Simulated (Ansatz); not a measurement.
Basis-set extrapolation for C4H6S (`C=C1SC1C`) (PBE0-D4/def2-TZVP geometry, frozen core, the Gaussian-basis code of Ansatz). Multiplicity 1, RHF reference.

|  | def2-TZVPP | def2-QZVPP |
| --- | --- | --- |
| HF | -552.506952 | -552.525007 |
| MP2 correlation | -0.835021 | -0.891779 |
| CCSD(T) correlation | -0.918198 | not run |

Energies in hartree. Use E(X) = E(∞) + A·exp(−7.88·√X) for Hartree–Fock and E(X) = E(∞) + B·X^(−2.97) for correlation, with X = 3 and 4, and add CCSD(T) minus MP2 of the smaller set to the MP2 limit.

Question: What is the CCSD(T) energy at the basis-set limit?

Answer: HF limit: -552.525007 + (-0.018055) × 0.13774 = -552.52749. MP2 limit: -0.891779 + (-0.056758) × 0.74074 = -0.93382. Higher-order term: -0.918198 − (-0.835021) = -0.08318. Total: -553.54449 hartree, 74.9 kcal/mol below CCSD(T)/def2-TZVPP.
